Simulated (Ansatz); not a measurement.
`C=NC(C)F` → `C=NCF` + `[CH2]` (triplet) at 700 K and 1 bar (formal loss of a carbene).

Calculated with Ansatz (gas phase, PBE0-D4/def2-TZVP geometries, no zero-point term in ΔE). CCSD(T)/CBS adds triple-zeta CCSD(T) − MP2 to the extrapolated MP2 energy (def2 sets, frozen cores). This one scheme is used for every species. Triplets are unrestricted, without spin–orbit coupling. One conformer a species, not always the lowest.

| species | CCSD(T)/CBS energy (Eh) | H − E (kJ/mol) | S (J/(mol·K)) |
| --- | --- | --- | --- |
| `C=NC(C)F` | -272.23600 | 303.3 | 409.9 |
| `C=NCF` | -232.96675 | 212.5 | 351.9 |
| `[CH2]` (triplet) | -39.09499 | 70.4 | 226.8 |

H − E and S are ideal-gas, rigid-rotor, harmonic terms from PBE0-D4/def2-TZVP, for one conformer and one mirror image of each species, with the whole ground term of open shells counted as degenerate. 1 Eh = 2625.50 kJ/mol, R = 8.31446 J/(mol·K).

Q: By hand: ΔE, ΔH, ΔS and ΔG.

A: ΔE = (-232.96675) + (-39.09499) − (-272.23600) = 0.17426 Eh = 457.5 kJ/mol. Δ(H − E) = 212.5 + 70.4 − 303.3 = -20.4, so ΔH = 437.1 kJ/mol. ΔS = 351.9 + 226.8 − 409.9 = 168.8 J/(mol·K). ΔG = 437.1 − 700 × (168.8)/1000 = 318.9 kJ/mol.

Q: By hand: the equilibrium constant, and the temperature at which ΔG would vanish if ΔH and ΔS stayed fixed.

A: log₁₀ K = −ΔG/(RT ln 10) = -23.8. ΔG = 0 at ΔH/ΔS = 2589 K, far beyond where these terms or the molecules hold.

The number of gas molecules changes by +1, which sets the sign of ΔS. A doubt of 5 kJ/mol in ΔE shifts log₁₀ K by 0.4 here. Other conformers and mirror images would add mixing entropy, several J/(mol·K) or more a flexible species. A triplet takes part, so the spin changes. These are equilibria of isolated gas molecules and say nothing of rates. Largest T1 diagnostic: 0.012 (customary marks: 0.02 for closed shells, 0.045 for open ones).
